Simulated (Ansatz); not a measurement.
CF3 (SMILES F[C](F)F): the energy, rung by rung

CF3: 4 atoms, total charge 0, spin state doublet. As SMILES, `F[C](F)F`. The coordinates come from a PBE0-D4/def2-TZVP relaxation.

```xyz
4

F    -1.2275    0.0249    0.2654
C    -0.0395   -0.0595   -0.2867
F     0.6589   -1.0449    0.2273
F     0.6081    1.0795   -0.2059
```

Each level gives the energy change with the C2–F4 bond stretched from 1.313 to 1.641 Å (eV). The values are calculated.

```tsv
level	kind	program	value (eV)	less FCI/STO-3G	CPU time (all runs)
U-revPBE/STO-3G	GGA	Ansatz	0.30	-0.30	3.2 s
UB3LYP/STO-3G	global hybrid	Ansatz	0.58	-0.02	3.5 s
UBHLYP/STO-3G	global hybrid	Ansatz	0.97	+0.37	3.5 s
UPBE0/STO-3G	global hybrid	Ansatz	0.76	+0.16	3.5 s
U-wB97M-V/STO-3G	range-separated hybrid	Ansatz	0.78	+0.18	42 s
UCCSD(T)/STO-3G	coupled cluster or CI	Ansatz	0.63	+0.03	0.74 s
UCCSDT/STO-3G	coupled cluster or CI	Ansatz	0.60	0.00	2.2 s
FCI/STO-3G	exact in the basis	Ansatz	0.60	0.00	12 s
```

FCI/STO-3G is exact within its basis and frozen core, so for wave-function methods in that basis the difference is their error; functionals converge differently with the basis, so for them it is only a difference. The first shape isn't each level's own minimum. The values span 0.30 to 0.97 eV. All rows use very small basis sets, so none should be taken for the real molecule's value. In so small a basis fixed costs decide the times, and correlated methods can beat functionals. CPU times are rough (shared hosts, several kinds of processor and program).
